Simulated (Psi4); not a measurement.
**One shape, several levels: CH6N+ (methanamine, conjugate acid)**

Wanted: a comparison of 3 runs (HF/def2-TZVP, MP2/def2-TZVP, CCSD/def2-TZVP) of CH6N+ (methanamine, conjugate acid). 

The results are computed with Psi4 1.11.

## (1) The structure to begin with

CH6N+: 8 atoms, total charge +1, spin state singlet. As SMILES, `C[NH3+]`. The N2–H7 distance was set to 1.841 Å, away from the relaxed value. At this shape a bond of the SMILES string is far longer than usual.

Bond lengths: C1–N2 1.497 Å, C1–H3 1.087 Å, C1–H4 1.088 Å, C1–H5 1.087 Å, N2–H6 1.023 Å, N2–H8 1.023 Å. Angles: C1–N2–H6 111.4°, C1–N2–H8 111.4°, N2–C1–H3 108.5°, N2–C1–H4 108.5°, N2–C1–H5 108.5°, H6–N2–H8 107.4°, H3–C1–H4 110.4°, H3–C1–H5 110.4°, H4–C1–H5 110.4°.

## (2) A single-point energy at HF/def2-TZVP (run 1)

Contents of ch6n.dat:

```
memory 1.6 GB

molecule {
  1 1
  C
  N 1 1.497058
  H 1 1.087487 2 108.48527
  H 1 1.087551 3 110.43011 2 -118.76609
  H 1 1.08741 3 110.44299 4 -122.45429
  H 2 1.022571 1 111.43576 5 59.97716
  H 2 1.8407 6 107.43492 1 122.32761
  H 2 1.022562 6 107.44058 1 -122.33606
  symmetry c1
  no_reorient
  no_com
}

set {
  basis def2-TZVP
  puream true
  e_convergence 1e-09
  d_convergence 1e-08
  scf_type pk
}

result, w = energy('scf', return_wfn=True)
```

Command:

```console
psi4 -n 1 ch6n.dat ch6n.out
```

ch6n.out:

```text
[...]
  Running in c1 symmetry.
[...]
  Nuclear repulsion =   45.690512465748718
[...]
  Multiplicity = 1
[...]
  Nalpha       = 9
  Nbeta        = 9
[...]
    Number of basis functions: 98
[...]
   @RHF iter   1:   -95.36548084732604   -2.97196e-01   3.51543e-03 ADIIS/DIIS
[...]
   @RHF iter  10:   -95.45733798619408   -2.28795e-11   8.82993e-09 DIIS
[...]
    Orbital Energies [Eh]
    ---------------------
    Doubly Occupied:
       1A    -15.907488     2A    -11.474376     3A     -1.461193
       4A     -1.145791     5A     -0.956453     6A     -0.864605
       7A     -0.817267     8A     -0.763645     9A     -0.699212
[...]
  @RHF Final Energy:   -95.45733798619408
   => Energetics <=
    Nuclear Repulsion Energy =             45.6905124657487178
    One-Electron Energy =                -214.1156401863411247
    Two-Electron Energy =                  72.9677897343983233
    Total Energy =                        -95.4573379861940765
[...]
 Multipole Moments:
 ------------------------------------------------------------------------------------
     Multipole            Electronic (a.u.)      Nuclear  (a.u.)        Total (a.u.)
 ------------------------------------------------------------------------------------
 L = 1.  Multiply by 2.5417464519 to convert [e a0] to [Debye]
 Dipole X            :         -0.0440982           -0.5014868           -0.5455850
 Dipole Y            :          0.0253082            0.2898163            0.3151244
 Dipole Z            :          1.0989633            0.0281504            1.1271137
 Magnitude           :                                                    1.2912597
[...]
```

Run time: 4.8 s. Hardware: 1 thread of Intel Xeon Platinum 8259CL at 2.50GHz (Skylake/Cascade Lake), shared host; peak memory 0.37 GiB.

## (3) A single-point energy at MP2/def2-TZVP (run 2)

Contents of ch6n.inp:

```
memory 1.6 GB

molecule {
  1 1
  C     -1.022015     0.477550    -0.653641
  N     -0.578215    -0.100050     0.654259
  H     -0.837915    -0.256250    -1.434841
  H     -2.083715     0.703950    -0.588041
  H     -0.451315     1.383850    -0.841741
  H     -0.731415     0.555850     1.423659
  H      1.214900    -0.515300     0.632300
  H     -1.088715    -0.957750     0.876459
  symmetry c1
}

set basis def2-TZVP
set puream true
set e_convergence 1e-09
set d_convergence 1e-08
set scf_type pk
set num_frozen_docc 2
set mp2_type conv

energy("mp2")
print_variables()
```

Command:

```console
psi4 -i ch6n.inp -o ch6n.out -n 1
```

ch6n.out:

```text
[...]
  Running in c1 symmetry.
[...]
  Nuclear repulsion =   45.690514292435132
[...]
  Multiplicity = 1
[...]
  Nalpha       = 9
  Nbeta        = 9
[...]
    Number of basis functions: 98
[...]
   @RHF iter   1:   -95.36548086882692   -2.97196e-01   3.51543e-03 DIIS/ADIIS
[...]
   @RHF iter  10:   -95.45733801273454   -2.27942e-11   8.82994e-09 DIIS
[...]
    Orbital Energies [Eh]
    ---------------------
    Doubly Occupied:
       1A    -15.907488     2A    -11.474376     3A     -1.461193
       4A     -1.145791     5A     -0.956453     6A     -0.864605
       7A     -0.817267     8A     -0.763645     9A     -0.699212
[...]
  @RHF Final Energy:   -95.45733801273454
   => Energetics <=
    Nuclear Repulsion Energy =             45.6905142924351324
    One-Electron Energy =                -214.1156434285707064
    Two-Electron Energy =                  72.9677911234010423
    Total Energy =                        -95.4573380127345388
[...]
 Multipole Moments:
 ------------------------------------------------------------------------------------
     Multipole            Electronic (a.u.)      Nuclear  (a.u.)        Total (a.u.)
 ------------------------------------------------------------------------------------
 L = 1.  Multiply by 2.5417464519 to convert [e a0] to [Debye]
 Dipole X            :          0.3731088            0.5470646            0.9201733
 Dipole Y            :         -0.4284973           -0.0636320           -0.4921293
 Dipole Z            :          0.9420645           -0.1815111            0.7605534
 Magnitude           :                                                    1.2912597
[...]
	SCS-MP2 Total Energy (a.u.)        :   -95.86848929832446
	SOS-MP2 Total Energy (a.u.)        :   -95.83961443589310
	SCSN-MP2 Total Energy (a.u.)       :   -95.60979728637221
[...]
	SOS-PI-MP2 Total Energy (a.u.)     :   -95.90332717308620
[...]
	MP2 Total Energy (a.u.)            :   -95.86252628599414
[...]
```

It took 13 s on 1 thread of Intel Xeon Platinum 8259CL at 2.50GHz (Skylake/Cascade Lake), shared host; peak memory 0.56 GiB.

## (4) A single-point energy at CCSD/def2-TZVP (run 3)

Contents of ch6n.py:

```python
import psi4

psi4.set_memory('1600 MB')
psi4.set_num_threads(1)
psi4.set_output_file('output.dat', False)

molecule = psi4.geometry("""
1 1
C     -1.022015     0.477550    -0.653641
N     -0.578215    -0.100050     0.654259
H     -0.837915    -0.256250    -1.434841
H     -2.083715     0.703950    -0.588041
H     -0.451315     1.383850    -0.841741
H     -0.731415     0.555850     1.423659
H      1.214900    -0.515300     0.632300
H     -1.088715    -0.957750     0.876459
symmetry c1
""")

options = {'basis': 'def2-TZVP', 'puream': True, 'e_convergence': 1e-09, 'd_convergence': 1e-08, 'scf_type': 'pk', 'num_frozen_docc': 2}
psi4.set_options(options)

E = psi4.energy('ccsd', molecule=molecule)
print('E =', round(E, 9))
```

Command:

```console
python ch6n.py
```

output.dat:

```text
[...]
  Running in c1 symmetry.
[...]
  Nuclear repulsion =   45.690514292435132
[...]
  Multiplicity = 1
[...]
  Nalpha       = 9
  Nbeta        = 9
[...]
    Number of basis functions: 98
[...]
   @RHF iter   1:   -95.36548086882692   -2.97196e-01   3.51543e-03 ADIIS/DIIS
[...]
   @RHF iter  10:   -95.45733801273454   -2.27942e-11   8.82994e-09 DIIS
[...]
    Orbital Energies [Eh]
    ---------------------
    Doubly Occupied:
       1A    -15.907488     2A    -11.474376     3A     -1.461193
       4A     -1.145791     5A     -0.956453     6A     -0.864605
       7A     -0.817267     8A     -0.763645     9A     -0.699212
[...]
  @RHF Final Energy:   -95.45733801273454
   => Energetics <=
    Nuclear Repulsion Energy =             45.6905142924351324
    One-Electron Energy =                -214.1156434285707064
    Two-Electron Energy =                  72.9677911234010423
    Total Energy =                        -95.4573380127345388
[...]
 Multipole Moments:
 ------------------------------------------------------------------------------------
     Multipole            Electronic (a.u.)      Nuclear  (a.u.)        Total (a.u.)
 ------------------------------------------------------------------------------------
 L = 1.  Multiply by 2.5417464519 to convert [e a0] to [Debye]
 Dipole X            :          0.3731088            0.5470646            0.9201733
 Dipole Y            :         -0.4284973           -0.0636320           -0.4921293
 Dipole Z            :          0.9420645           -0.1815111            0.7605534
 Magnitude           :                                                    1.2912597
[...]
      * MP2 total energy                      =  -95.862526285995301
[...]
      * CCSD total energy                     =  -95.893709972347565
```

Standard output:

```text
Memory set to   1.490 GiB by Python driver.
  Threads set to 1 by Python driver.
E = -95.893709972
```

Wall time 44 s (1 thread of Intel Xeon Platinum 8259CL at 2.50GHz (Skylake/Cascade Lake), shared host); peak memory 1.1 GiB.

## (5) Overview of the runs

```csv
run,level,frozen core orbitals,mp2 type,energy (Eh),HOMO energy (eV),LUMO energy (eV),HOMO–LUMO gap (eV),wall time
1,HF/def2-TZVP,0,–,-95.457338,-19.03,-6.35,12.68,4.8 s
2,MP2/def2-TZVP,2,conv,-95.862526,-19.03,-6.35,12.68,13 s
3,CCSD/def2-TZVP,2,–,-95.893710,-19.03,-6.35,12.68,44 s
```

## (6) Summary of results

| quantity | value |
| --- | --- |
| run 3: total energy | -95.89371 Eh |
| run 3: HOMO energy (Hartree–Fock orbitals) | -19.03 eV |
| run 3: LUMO energy (Hartree–Fock orbitals) | -6.35 eV |
| run 3: HOMO–LUMO gap (Hartree–Fock orbitals) | 12.68 eV |
| run 3: correlation energy (2 core orbitals frozen) | -436.4 mEh |
| run 3: T1 diagnostic | 0.015 |

Below the HF energy at the same shape and in the same basis (def2-TZVP): MP2 -405.2 mEh; CCSD -436.4 mEh. All runs together took 62 s, the longest 44 s.
